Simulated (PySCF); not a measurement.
## NaH, PBE: how much the basis matters

PySCF, UKS reference; singlet, unpaired electrons none; De to Na + H without counterpoise correction.

```
       basis     relativity  functions  Re (Å)  ωe (cm⁻¹)  De (eV)  μ (D)
    def2-SVP  no relativity         20   1.898       1129     1.83  -5.75
   def2-SVPD  no relativity         26   1.892       1139     1.85  -5.74
     pcseg-2  no relativity         33   1.898       1137     1.83  -5.75
 aug-cc-pVDZ  no relativity         36   1.891       1141     1.82  -5.79
x2c-TZVPPall  spin-free X2C         46   1.891       1145     1.85  -5.74
```

How does each smaller set differ from the one with most functions, x2c-TZVPPall?

def2-SVP: +0.7 pm, -1.4 % in ωe, -0.02 eV in De; def2-SVPD: +0.1 pm, -0.5 % in ωe, +0.00 eV in De; pcseg-2: +0.7 pm, -0.7 % in ωe, -0.02 eV in De; aug-cc-pVDZ: +0.0 pm, -0.3 % in ωe, -0.03 eV in De. All at PBE; the set with most functions is neither the basis-set limit nor always the best. The rows treat relativity differently, so the differences are not basis effects alone.

A positive dipole means Na(−)H(+). Measured (Huber and Herzberg, Constants of Diatomic Molecules (1979)): Re = 1.8874 Å, ωe = 1172.2 cm⁻¹.
